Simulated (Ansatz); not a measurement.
in.yaml

```yaml
crystal:
  periodic: [false, false, false]
  atoms:
    - {symbol: Ge, position_ang: [0.000000, 0.013397, 0.343250]}
    - {symbol: O, position_ang: [0.000000, -0.107250, -1.438746]}
    - {symbol: H, position_ang: [0.000000, 0.736912, -1.899543]}
basis:
  gaussian: {orbitals: cc-pVDZ}
total_charge: 1
magnetization: {spin_polarized: false}
correlation: {method: ccsdtq, electrons: outside_noble_gas}
```

```sh
$ ansatz run in.yaml --threads 2 --pin off --events-out ev --progress --plain --max-ram 16896MiB --backend cuda --devices 0, --max-vram 18GiB
```

Output:

```
860 factors; integrals over basis functions are off by at most 1.8e-7 eV
mean field evaluation 1: about -58508.3938 eV, gradient 7.2e1 eV
mean field evaluation 2: about -58508.4329 eV, gradient 7.2e1 eV
mean field evaluation 4: about -58518.5951 eV, gradient 6.0e0 eV
mean field evaluation 8: about -58518.7528 eV, gradient 1.8e-1 eV
mean field evaluation 16: about -58518.7109 eV, gradient 1.2e0 eV
mean field evaluation 32: about -58507.1949 eV, gradient 4.4e0 eV
mean field -58518.75312233 eV, -2150.5245118101 hartree, gradient 9.7e-6 eV, S^2 0.000000; 1 other end points of the search recorded, 0 dependent functions left out
15 core orbitals not correlated: weight in the atoms' cores, before any rotation towards them, 0.995 or more for the frozen orbitals, at most 0.005 for the correlated occupied ones
reference -58518.75312233 eV, -2150.5245118101 hartree; 5, 5 occupied and 26, 26 virtual orbitals, 860 factors
second order -6.88543609 eV of doubles, -0.00000000 eV of singles
cycle   1  -6.87248646 eV  change    1.3e-2 eV  update   1.2e-1
cycle   2  -7.25025722 eV  change   -3.8e-1 eV  update   8.1e-2
cycle   3  -7.51746300 eV  change   -2.7e-1 eV  update   4.0e-2
cycle   4  -7.51667964 eV  change    7.8e-4 eV  update   2.0e-2
cycle   5  -7.49915195 eV  change    1.8e-2 eV  update   1.2e-2
cycle   6  -7.51175918 eV  change   -1.3e-2 eV  update   1.1e-2
cycle   7  -7.51450874 eV  change   -2.7e-3 eV  update   3.9e-3
cycle   8  -7.51283149 eV  change    1.7e-3 eV  update   2.5e-3
cycle   9  -7.51261116 eV  change    2.2e-4 eV  update   8.9e-4
cycle  10  -7.51275009 eV  change   -1.4e-4 eV  update   5.8e-4
cycle  11  -7.51268547 eV  change    6.5e-5 eV  update   2.4e-4
cycle  12  -7.51266589 eV  change    2.0e-5 eV  update   1.5e-4
cycle  13  -7.51265431 eV  change    1.2e-5 eV  update   6.5e-5
cycle  14  -7.51264790 eV  change    6.4e-6 eV  update   3.5e-5
cycle  15  -7.51263857 eV  change    9.3e-6 eV  update   1.4e-5
cycle  16  -7.51263801 eV  change    5.6e-7 eV  update   7.1e-6
cycle  17  -7.51263901 eV  change   -9.9e-7 eV  update   2.9e-6
cycle  18  -7.51263886 eV  change    1.4e-7 eV  update   3.7e-6
cycle  19  -7.51263845 eV  change    4.1e-7 eV  update   1.0e-6
Total energy: -58526.26576078 eV, -2150.8005961809 hartree
```

Ran on 2 threads of AMD EPYC 7R13 with a shared H100 80 GB, shared host: 5.5 s wall, 0.83 GiB peak host memory.
